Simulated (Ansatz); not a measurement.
# CH2ClSi− (SMILES [SiH-]=CCl): one structure at several levels

One table from this session's results is given with a row withheld; the runs are named, their logs left out.

Method: single points in def2-TZVPPD; program: Ansatz 0.2.0, Gaussian basis.

Correlated methods freeze the cores.

### Starting geometry

SMILES `[SiH-]=CCl`, 5 atoms, charge -1, spin multiplicity 1.

Atoms are counted from 1 here; the program's logs count them from 0.

Bond lengths: Si1–C2 1.739 Å, Si1–H4 1.552 Å, C2–Cl3 1.821 Å, C2–H5 1.095 Å. Angles: C2–Si1–H4 95.7°, Si1–C2–Cl3 115.6°, Si1–C2–H5 135.0°, Cl3–C2–H5 109.3°.

Coordinates:

```xyz
5

Si   -0.35606    0.67559   -1.07600
C     0.26843   -0.19832    0.29108
Cl    2.08274   -0.32132    0.38321
H    -1.85126    0.50951   -0.69542
H    -0.17245   -0.67010    1.17565
```

The first run:

Contents of run/in.yaml:

```yaml
crystal:
  periodic: [false, false, false]
  atoms:
    - {symbol: Si, position_ang: [-0.356064, 0.675586, -1.076003]}
    - {symbol: C, position_ang: [0.268425, -0.198318, 0.291078]}
    - {symbol: Cl, position_ang: [2.082743, -0.321318, 0.383214]}
    - {symbol: H, position_ang: [-1.851261, 0.509512, -0.695418]}
    - {symbol: H, position_ang: [-0.172454, -0.670097, 1.175649]}
basis:
  gaussian: {orbitals: "def2-TZVPPD.json"}
total_charge: -1
hamiltonian: {xc: pbe, dispersion: d4}
output: {forces: true}
```

The basis file named in the input lies beside it (Basis Set Exchange, JSON).

Run with:

```sh
$ ansatz run in.yaml --threads 2 --pin off --events-out ev --progress --plain --max-ram 3481MiB
```

Steps of the session up to this table: PBE-D4/def2-TZVPPD; r2SCAN-D4/def2-TZVPPD; PBE0-D4/def2-TZVPPD; wB97M-V/def2-TZVPPD; CCSD(T)/def2-TZVPPD.

One of the session's tables, all rows but one given; the rest of the session is left out.

```
   method  RMS force component (eV/Å)  angle to CCSD(T) forces (°)
   PBE-D4                       0.349                         19.6
r2SCAN-D4                       0.295                         13.8
  PBE0-D4                           ?                            ?
  wB97M-V                       0.238                         22.5
  CCSD(T)                       0.413                    reference
```

Estimate the missing values for PBE0-D4.

**Answer.** RMS force component (eV/Å): 0.290; angle to CCSD(T) forces (°): 24.6. In the column «RMS force component (eV/Å)» it lies between wB97M-V (0.238) and r2SCAN-D4 (0.295).
